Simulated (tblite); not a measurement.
Compound: C₆H₉ (doublet state).
SMILES with atom numbers: `[CH3:1][C:2]1[CH:3]=[CH:4][C@@H:5]1[CH3:6]` (hydrogens: H7, H8, H9 on C1; H10 on C3; H11 on C4; H12 on C5; H13, H14, H15 on C6)

The geometry is computed with GFN2-xTB (gas phase). This method treats the open shell by occupation alone, without spin polarisation.

Problem. List the bond lengths, angles and torsions at this level.

Solution. 
| bond | length (Å) |
| --- | --- |
| C1–C2 | 1.472 |
| C2–C3 | 1.390 |
| C3=C4 | 1.384 |
| C4–C5 | 1.521 |
| C5–C6 | 1.521 |
| C2–C5 | 1.528 |
| C1–H7, C1–H8, C1–H9 | 1.091 |
| C3–H10 | 1.076 |
| C4–H11 | 1.070 |
| C5–H12 | 1.094 |
| C6–H13, C6–H14, C6–H15 | 1.088 |

Bonds in one row agree within 0.01 Å and their mean is given. A selection of angles:
| angle | degrees |
| --- | --- |
| C2–C1–H7 | 110.6 |
| H7–C1–H8 | 107.0 |
| H7–C1–H9 | 109.0 |
| C1–C2–C3 | 136.8 |
| C1–C2–C5 | 132.3 |
| C3–C2–C5 | 90.9 |
| C2–C3–C4 | 94.2 |
| C2–C3–H10 | 132.7 |
| C4–C3–H10 | 133.1 |
| C3–C4–C5 | 91.4 |
| C3–C4–H11 | 135.8 |
| C5–C4–H11 | 132.9 |
| C4–C5–C6 | 116.5 |
| C4–C5–H12 | 114.2 |
| C6–C5–H12 | 110.1 |
| C2–C5–C4 | 83.6 |
| C2–C5–C6 | 116.3 |
| C2–C5–H12 | 114.1 |
| C5–C6–H13 | 110.4 |
| H13–C6–H14 | 108.5 |

Dihedral angles: C1–C2–C3–C4 -179° (antiperiplanar); C2–C3–C4–C5 0° (synperiplanar); C3–C4–C5–C6 116° (anticlinal); C1–C2–C5–C4 179° (antiperiplanar).

The 4-membered ring C2–C3–C4–C5 has internal angles of 83.6° to 94.2° (sum 360°, against 360° for a flat polygon); it is planar, 0.00 Å rms from its mean plane, widest ring torsion 0°. C4 (carbon bonded to 2 C and H) is planar (angles 135.8°, 132.9° and 91.4°, sum 360.0°, 0.01 Å off the plane of its three neighbours). C2 (carbon bonded to 3 C) is planar (angles 136.8°, 132.3° and 90.9°, sum 360.0°, 0.01 Å off the plane of its three neighbours). The 6 C–C bonds span 1.384 Å (C3=C4, drawn double in one of several resonance forms) to 1.528 Å (C2–C5, drawn single), a spread of 0.144 Å. C3 (carbon bonded to 2 C and H) is planar (angles 133.1°, 132.7° and 94.2°, sum 360.0°, 0.00 Å off the plane of its three neighbours).

Point group: C1 (no symmetry element, even within 0.4 Å). Its GFN2-xTB frequencies are all real (lowest 84 cm⁻¹).
